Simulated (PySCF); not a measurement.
**PH2 (SMILES [PH2]) at 6 levels**

Aim: a comparison of 6 runs (U-wB97X-V/6-31G*, UPBE0/6-31G*, UMP2/6-31G*, UCCSDT/6-31G*, ROCCSD(T)/6-31G*, UCCSD(T)/6-31G*) of PH2. The job is set up through a Python script.

The results are computed with PySCF 2.14.0.

3 further runs of the same task are left out: 3 set aside as unsound or not needed.

## Step 1: The structure to begin with

PH2: 3 atoms, total charge 0, spin state doublet. As SMILES, `[PH2]`. The P1–H3 distance was set to 2.088 Å, away from the relaxed value. At this shape a bond of the SMILES string is far longer than usual.

Bond lengths: P1–H2 1.392 Å. A long bond or contact: P1–H3 2.088 Å.

## Step 2: A single-point energy at U-wB97X-V/6-31G(d) (spherical functions) (run 1)

Input file job.py:

```python
from pyscf import gto, dft

mol = gto.M(
    atom='''
P      2.049818    -0.173490     1.117930
H      1.288334     2.340054     0.966260
H     -1.182931    -1.369333    -0.803323
''',
    verbose=4,
    unit='bohr',
    max_memory=1860,
    basis='6-31g*',
    charge=0,
    spin=1,
)

myscf = dft.UKS(mol)
myscf.xc = 'wb97x-v'
myscf.grids.level = 5
myscf.conv_tol = 1e-10
myscf.nlcgrids.level = 1
myscf.kernel()
if not myscf.converged:
    myscf = myscf.newton().run(myscf.mo_coeff, myscf.mo_occ)

energy = myscf.e_tot
print('E = %.10f Eh' % energy)
```

The run is started by

```sh
$ OMP_NUM_THREADS=1 python job.py
```

What it wrote:

```text
PySCF version 2.14.0

[INPUT] num. atoms = 3
[INPUT] num. electrons = 17
[INPUT] charge = 0
[INPUT] spin (= nelec alpha-beta = 2S) = 1
[INPUT] symmetry False subgroup None
[INPUT] Mole.unit = bohr
[INPUT] Symbol           X                Y                Z      unit          X                Y                Z       unit  Magmom
[INPUT]  1 P      1.084716972134  -0.091806954323   0.591583079404 AA    2.049818000000  -0.173490000000   1.117930000000 Bohr   0.0
[INPUT]  2 H      0.681756992853   1.238303249122   0.511322771824 AA    1.288334000000   2.340054000000   0.966260000000 Bohr   0.0
[INPUT]  3 H     -0.625980127291  -0.724619817761  -0.425100224608 AA   -1.182931000000  -1.369333000000  -0.803323000000 Bohr   0.0

[... 52 lines left out ...]
WARN: HOMO -0.20323145822517 >= LUMO -0.203231458225171
[... 54 lines left out ...]
converged SCF energy = -342.349214332469  <S^2> = 0.77649358  2S+1 = 2.0263204
E = -342.3492143325 Eh
```

Run time: 9 s. Hardware: 1 thread of Arm Neoverse V2, shared host; peak memory 0.19 GiB.

## Step 3: The energy at UPBE0/6-31G(d) (spherical functions) (run 2)

Input file run.py:

```python
from pyscf import gto, dft

molecule = gto.Mole()
molecule.atom = [
    ('P', (1.084717, -0.091807, 0.591583)),
    ('H', (0.681757, 1.238303, 0.511323)),
    ('H', (-0.625980, -0.724620, -0.425100)),
]
molecule.spin = 1
molecule.verbose = 3
molecule.charge = 0
molecule.basis = '6-31g*'
molecule.max_memory = 1860
molecule.build()

mf = dft.UKS(molecule)
mf.xc = 'pbe0'
mf.conv_tol = 1e-10
mf.grids.level = 5
mf.kernel()
if not mf.converged:
    mf = mf.newton().run(mf.mo_coeff, mf.mo_occ)

etot = mf.e_tot
print('Final energy', etot)
```

The run is started by

```sh
$ OMP_NUM_THREADS=1 python run.py
```

What it wrote:

```text
WARN: HOMO -0.205616074575955 >= LUMO -0.205616074575956

converged SCF energy = -342.279510865929  <S^2> = 0.78305018  2S+1 = 2.0327815
Final energy -342.2795108659285
```

Run time: 2.5 s. Hardware: 1 thread of Arm Neoverse V2, shared host; peak memory 0.19 GiB.

## Step 4: A single-point energy at UMP2/6-31G(d) (spherical functions) (run 3)

Input file mol.xyz:

```xyz
3
H2P
P      1.084717    -0.091807     0.591583
H      0.681757     1.238303     0.511323
H     -0.625980    -0.724620    -0.425100
```

Input file calc.py:

```python
from pyscf import gto, scf, mp

molecule = gto.Mole()
molecule.atom = 'mol.xyz'
molecule.basis = '6-31g*'
molecule.spin = 1
molecule.max_memory = 1860
molecule.verbose = 4
molecule.build()

calc0 = scf.UHF(molecule)
calc0.conv_tol = 1e-10
calc0.kernel()
if not calc0.converged:
    calc0 = calc0.newton().run(calc0.mo_coeff, calc0.mo_occ)

pt = mp.MP2(calc0, frozen=5).run()
e_final = pt.e_tot
print('E = %.10f Eh' % e_final)
```

The run is started by

```sh
$ OMP_NUM_THREADS=1 python calc.py
```

What it wrote:

```text
PySCF version 2.14.0

[INPUT] num. atoms = 3
[INPUT] num. electrons = 17
[INPUT] charge = 0
[INPUT] spin (= nelec alpha-beta = 2S) = 1
[INPUT] symmetry False subgroup None
[INPUT] Mole.unit = angstrom
[INPUT] Symbol           X                Y                Z      unit          X                Y                Z       unit  Magmom
[INPUT]  1 P      1.084717000000  -0.091807000000   0.591583000000 AA    2.049818052660  -0.173490086318   1.117929849949 Bohr   0.0
[INPUT]  2 H      0.681757000000   1.238303000000   0.511323000000 AA    1.288334013505   2.340053529227   0.966260431191 Bohr   0.0
[INPUT]  3 H     -0.625980000000  -0.724620000000  -0.425100000000 AA   -1.182930759455  -1.369333344382  -0.803322575553 Bohr   0.0

[... 88 lines left out ...]
converged SCF energy = -341.768295726699  <S^2> = 0.7896545  2S+1 = 2.039269
[... 1 line left out ...]
******** <class 'pyscf.mp.ump2.UMP2'> ********
nocc = (np.int64(4), np.int64(3)), nmo = (17, 17)
frozen orbitals 5
E(UMP2) = -341.860097474354  E_corr = -0.0918017476545941
E(SCS-UMP2) = -341.866471077367  E_corr = -0.0981753506675654
E_corr(same-spin) = -0.0138308613668625
E_corr(oppo-spin) = -0.0779708862877316
E = -341.8600974744 Eh
```

Run time: 0.58 s. Hardware: 1 thread of Arm Neoverse V2, shared host; peak memory 0.12 GiB.

Runs 4 to 5 aren't shown in full; the table further down has their settings and results.

## Step 5: The energy at UCCSD(T)/6-31G(d) (spherical functions) (run 6)

Input file job.py:

```python
from pyscf import gto, scf, cc

mol = gto.Mole()
mol.atom = '''
P      2.049818    -0.173490     1.117930
H      1.288334     2.340054     0.966260
H     -1.182931    -1.369333    -0.803323
'''
mol.max_memory = 1860
mol.basis = '6-31g*'
mol.verbose = 3
mol.spin = 1
mol.unit = 'bohr'
mol.charge = 0
mol.build()

mf = scf.UHF(mol)
mf.conv_tol = 1e-10
mf.kernel()
if not mf.converged:
    mf = mf.newton().run(mf.mo_coeff, mf.mo_occ)

mycc = cc.CCSD(mf, frozen=5)
mycc.kernel()
e_t = mycc.ccsd_t()
e_tot = mycc.e_tot + e_t
print('E(%s) = %.9f' % ('CCSD(T)', e_tot))
```

The run is started by

```sh
$ OMP_NUM_THREADS=1 python job.py
```

What it wrote:

```text
converged SCF energy = -341.768295703542  <S^2> = 0.78965444  2S+1 = 2.0392689
E(UCCSD) = -341.8969037153766  E_corr = -0.1286080118341308
UCCSD(T) correction = -0.00419648974853327
E(CCSD(T)) = -341.901100205
```

It took 0.66 s on 1 thread of Arm Neoverse V2, shared host; peak memory 0.1 GiB.

## Step 6: All runs side by side

```tsv
run	level	nlc grid	integration grid	energy (Eh)	dipole moment (D) of the reference	HOMO energy (eV)	LUMO energy (eV)	wall time
1	U-wB97X-V/6-31G* (spherical functions)	1	5	-342.349214	0.89	-9.67	-1.19	9 s
2	UPBE0/6-31G* (spherical functions)	–	5	-342.279511	0.86	-7.42	-3.14	2.5 s
3	UMP2/6-31G* (spherical functions)	–	–	-341.860097	1.03	-10.16	0.77	0.58 s
4	UCCSDT/6-31G* (spherical functions)	–	–	-341.902121	1.03	-10.16	0.77	2.6 s
5	ROCCSD(T)/6-31G* (spherical functions)	–	–	-341.901184	1.02	–	–	0.74 s
6	UCCSD(T)/6-31G* (spherical functions)	–	–	-341.901100	1.03	-10.16	0.77	0.66 s
```

## Step 7: Summary of results

| quantity | value |
| --- | --- |
| run 6: total energy | -341.90110 Eh |
| run 6: dipole moment (Hartree–Fock density) | 1.03 D |
| run 6: HOMO energy (Hartree–Fock orbitals) (highest over α and β) | -10.16 eV |
| run 6: LUMO energy (Hartree–Fock orbitals) (lowest over α and β) | 0.77 eV |
| run 6: correlation energy (5 core orbitals frozen) | -132.8 mEh |
| run 6: (T) correction | -4.20 mEh |
| run 6: ⟨S²⟩ of the reference determinant | 0.790 |
| run 6: T1 diagnostic | 0.046 |

What this shows: Totals of different functionals can't be ranked against each other. All runs together took 16 s, the longest 9 s.
